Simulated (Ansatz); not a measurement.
# FH2SSi: composite energy at a relaxed geometry in Python

The task is a composite energy at a relaxed geometry, for FH2SSi.

Computed with Ansatz 0.2.0 through its Python package. The levels of theory stand in the script.

### Step 1. The system

Bond lengths: F1–Si2 1.597 Å, Si2–S3 2.153 Å, Si2–H4 1.470 Å, Si2–H5 1.490 Å. Angles: F1–Si2–S3 111.4°, F1–Si2–H4 109.3°, F1–Si2–H5 108.8°, S3–Si2–H4 111.0°, S3–Si2–H5 109.7°, H4–Si2–H5 106.5°.

No structure file is read: the coordinates are typed or built in the script.

### Step 2. Script

Input file composite_fh2ssi.py:

```python
# -*- coding: utf-8 -*-
"""A composite energy for FH2SSi: DFT geometry, MP2 basis limit, coupled-cluster correction."""

import itertools

import ansatz as az
from ase.data import atomic_numbers, covalent_radii
import numpy as np

BASIS_SET = "def2-SVP"
XC = "B3LYP"


def main():
    geometry = (
        az.Crystal.molecule()
        .atom("F", (-0.3612, 0.0044, 1.58))
        .atom("Si", (0.0738, -0.0844, 0.0458))
        .atom("S", (-1.2072, 1.1114, -1.2045))
        .atom("H", (0.0622, -1.491, -0.3817))
        .atom("H", (1.4823, 0.386, -0.081))
    )

    job = geometry.calculation()
    job = job.basis(gaussian=BASIS_SET).functional(XC)
    job = job.spin("collinear", total=1)
    symbols = [site.symbol for site in geometry.cartesian_sites]
    start = np.array([site.position_ang for site in geometry.cartesian_sites], dtype=float)
    report = job.relax(force_tolerance=0.01).run(threads=1, backend="cpu").report
    end = np.array(report["positions_ang"])
    # pairs closer than 1.2 times the sum of covalent radii, before or after
    radius = [covalent_radii[atomic_numbers[s]] for s in symbols]
    span = lambda where, i, j: np.linalg.norm(where[i] - where[j])
    bonded = [(i, j) for i, j in itertools.combinations(range(len(symbols)), 2) if min(span(start, i, j), span(end, i, j)) < 1.2 * (radius[i] + radius[j])]
    print("pair        before    after (A)")
    for i, j in bonded:
        print(f"{symbols[i]}{i}-{symbols[j]}{j}".ljust(10), f"{span(start, i, j):8.4f} {span(end, i, j):8.4f}")

    minimum = az.Crystal.molecule()
    for symbol, place in zip(symbols, end):
        minimum = minimum.atom(symbol, place.tolist())
    at_minimum = minimum.calculation().spin("collinear", total=1)
    # MP2 extrapolated to the basis limit, plus the small-basis difference CCSD(T) - MP2
    level = lambda method, basis: at_minimum.basis(gaussian=basis).correlation(method).run(threads=1, backend="cpu").report
    small, large, cluster = level("mp2", "cc-pVDZ"), level("mp2", "cc-pVTZ"), level("ccsd_t", "cc-pVDZ")
    corr = lambda each: (each["free_energy_ev"] - each["reference_energy_ev"]) / 27.211386246
    mp2_limit = (27 * corr(large) - 8 * corr(small)) / 19
    pieces = {"HF / cc-pVTZ": large["reference_energy_ev"] / 27.211386246, "MP2 correlation, DZ-TZ limit": mp2_limit, "CCSD(T) - MP2 / cc-pVDZ": corr(cluster) - corr(small)}
    for name, value in pieces.items():
        print(f"{name:32s} {value:14.6f} Ha")
    print(f"{'sum':32s} {sum(pieces.values()):14.6f} Ha")
    print("T1 diagnostic", round(cluster["correlation"]["coupled_cluster"]["t1_diagnostic"], 4))


if __name__ == "__main__":
    main()
```

### Step 3. The calls as engine input

The engine receives this input (first run):

```yaml
crystal:
  periodic: [false, false, false]
  atoms:
    - { symbol: F, position_ang: [-0.3612, 0.0044, 1.58] }
    - { symbol: Si, position_ang: [0.0738, -0.0844, 0.0458] }
    - { symbol: S, position_ang: [-1.2072, 1.1114, -1.2045] }
    - { symbol: H, position_ang: [0.0622, -1.491, -0.3817] }
    - { symbol: H, position_ang: [1.4823, 0.386, -0.081] }
basis:
  gaussian:
    orbitals: def2-SVP
hamiltonian:
  xc: b3lyp
magnetization:
  spin_polarized: true
  initial_magnetization: 1.0
relax:
  f_tol: 0.01
```

### Step 4. The run

Command:

```bash
$ python composite_fh2ssi.py
```

What it wrote:

```text
pair        before    after (A)
F0-Si1       1.5971   1.6263
Si1-S2       2.1527   2.1204
Si1-H3       1.4702   1.4871
Si1-H4       1.4904   1.4873
HF / cc-pVTZ                        -787.206841 Ha
MP2 correlation, DZ-TZ limit          -0.567383 Ha
CCSD(T) - MP2 / cc-pVDZ               -0.042457 Ha
sum                                 -787.816682 Ha
T1 diagnostic 0.0134
```

It took 46 s on 1 thread of Arm Neoverse V1, shared host; peak memory 0.32 GiB.

### Step 5. How the relaxation of run 0 went

The steps of the relaxation:

| step | energy from step 1 (eV) | largest force component (eV/Å) |
| --- | --- | --- |
| 1 | 0.0000 | 1.1016 |
| 2 | -0.0397 | 0.7435 |
| 3 | -0.0365 | 0.7889 |
| 4 | -0.0490 | 0.0299 |
| 5 | -0.0491 | 0.0066 |

Step 1 is the start. Step 3 was tried and not accepted.

Before: Bond lengths: F1–Si2 1.597 Å, Si2–S3 2.153 Å, Si2–H4 1.470 Å, Si2–H5 1.490 Å. Angles: F1–Si2–S3 111.4°, F1–Si2–H4 109.3°, F1–Si2–H5 108.8°, S3–Si2–H4 111.0°, S3–Si2–H5 109.7°, H4–Si2–H5 106.5°.

After: Bond lengths: F1–Si2 1.626 Å, Si2–S3 2.120 Å, Si2–H4 1.487 Å, Si2–H5 1.487 Å. Angles: F1–Si2–S3 113.7°, F1–Si2–H4 107.4°, F1–Si2–H5 107.5°, S3–Si2–H4 107.8°, S3–Si2–H5 107.7°, H4–Si2–H5 112.9°.

Run 0 is this relaxation; the runs after it count from 1.

### Step 6. The runs side by side

From the records of these 3 runs:

```
run    basis  method  energy (eV)  <S²>  iterations in all  CPU time (s)
  1  cc-pVDZ     mp2  -21429.4378  0.76                 57             2
  2  cc-pVTZ     mp2  -21434.9788  0.76                 55             9
  3  cc-pVDZ  ccsd_t  -21430.5931  0.76                152            14
```

### Step 7. Summary of results

```
        quantity           value
   T1 diagnostic          0.0134
composite energy  -787.816682 Ha
   runs compared               3
```

What this shows: In CPU time, run 3 cost about 6.7 times as much as run 1. A T1 diagnostic under about 0.02 supports a single-reference treatment, as here. Run 0: The relaxation took 3 moves; the largest shift is 0.079 Å, of atom 4 (H). Reading the output:
- The sum leaves out core correlation, relativity, the Hartree-Fock basis error and zero-point energy; a DZ-TZ extrapolation is rough.
- The species is open-shell (spin multiplicity 2).
- b3lyp holds the VWN-RPA fit, as in Gaussian; the form of ORCA and Turbomole is b3lyp5.
- Inner cores stay frozen, so this is valence correlation.
- For Al to Cl the sets with a tight d function, cc-pV(X+d)Z, are usual.
- An extrapolation from small basis sets is rough.
